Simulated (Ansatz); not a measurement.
`C[SiH2]O`. Total charge 0; spin multiplicity 1.

```xyz
9

C    -0.338   -0.603   -0.948
Si    0.310    0.634    0.286
O    -0.259    0.366    1.813
H     0.026   -0.362   -1.951
H    -1.430   -0.596   -0.971
H    -0.007   -1.617   -0.709
H    -0.147    2.003   -0.059
H     1.802    0.594    0.272
H     0.043   -0.420    2.269
```

Task: List the harmonic frequencies (cm⁻¹, unscaled) at PBE0-D4/def2-TZVP in Ansatz. (Best estimate.)

Result: The calculation gave: 168, 171, 254, 497, 676, 696, 756, 844, 881, 902, 949, 967, 1276, 1445, 1449, 2191, 2241, 3046, 3127, 3137, 3930.

Task: Is this a minimum?

Result: Yes, all 21 modes are real.

Task: Give the ideal-gas thermochemistry at 298.15 K and 1 bar (rigid rotor, harmonic oscillator; point group C1, symmetry number 1).

Result: Zero-point energy 177.1 kJ/mol; H(298) − E = 193.7 kJ/mol; entropy 296.5 J/(mol·K), of which translation 160.4, rotation 99.0, vibration 37.2; G(298) − E = 105.3 kJ/mol.

Task: And at 400, 500, 600, 800 and 1000 K?

Result: 
```csv
T (K),H − E (kJ/mol),S (J/mol/K),G − E (kJ/mol)
400,203.1,323.7,73.6
500,214.0,347.9,40.0
600,226.2,370.0,4.1
800,253.4,409.1,-73.9
1000,283.7,442.8,-159.2
```

Task: Rotational constants (cm⁻¹)?

Result: 0.6597, 0.2162, 0.1806.
